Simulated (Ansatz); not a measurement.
Ti3Sn: experiment and calculation

**Measured values to compare with.**

“A New Reversible Phase Transformation of Intermetallic Ti3Sn”, 2019, pmc:6695773 quotes, for a bulk crystal of Ti3Sn: lattice constant a 5.916 ± 0.004 Å; lattice constant c 4.764 ± 0.004 Å.

How close the calculation comes is told below.

These are results of DFT PBEsol, scalar-relativistic, plane waves, PAW (Ansatz), not measurements.

Cutoff 420 eV; k points 6×6×8 on the computed 8-atom cell (Γ-centred); Gaussian smearing, width 0.10 eV; no spin polarisation.

Relaxed structure, symmetry kept:

```cif
data_structure
_symmetry_space_group_name_H-M 'P6_3/mmc'
_symmetry_Int_Tables_number 194
_cell_length_a 5.8393
_cell_length_b 5.8393
_cell_length_c 4.7003
_cell_angle_alpha 90.000
_cell_angle_beta 90.000
_cell_angle_gamma 120.000
_cell_volume 138.80
loop_
_atom_site_label
_atom_site_type_symbol
_atom_site_symmetry_multiplicity
_atom_site_Wyckoff_symbol
_atom_site_fract_x
_atom_site_fract_y
_atom_site_fract_z
_atom_site_occupancy
Ti1 Ti 6 h 0.16416 0.32833 0.75000 1
Sn1 Sn 2 c 0.66667 0.33333 0.75000 1
```

```json
{
 "Space group": "P6_3/mmc (No. 194)",
 "Volume per atom": "17.35 Å³",
 "Formation energy from the elements' standard states (uncorrected)": "-0.347 eV/atom",
 "Kohn–Sham band gap": "none (metal)",
 "Density of states at the Fermi level": "9.26 states/eV per cell",
 "Löwdin character within 0.5 eV of the Fermi level": "Ti 3d 90 %",
 "Bulk modulus": "126 GPa",
 "Its pressure derivative": "4.1",
 "Bader charges (e)": "Ti (6 in the cell) 0.50, Sn (2 in the cell) -1.50"
}
```

Measured lattice constant a of Ti3Sn: 5.916 Å (quoted in the paper above). This calculation gives 5.839 Å (-1.3 %). A measured lattice constant c of Ti3Sn is 4.764 Å (quoted in the paper above); the calculated 4.700 Å misses it by -1.3 %. The calculation is for 0 K without zero-point motion.

Cost: 6 runs of about 4.3 core-minutes in all, on Intel Xeon Platinum 8559C (Emerald Rapids) (shared hosts).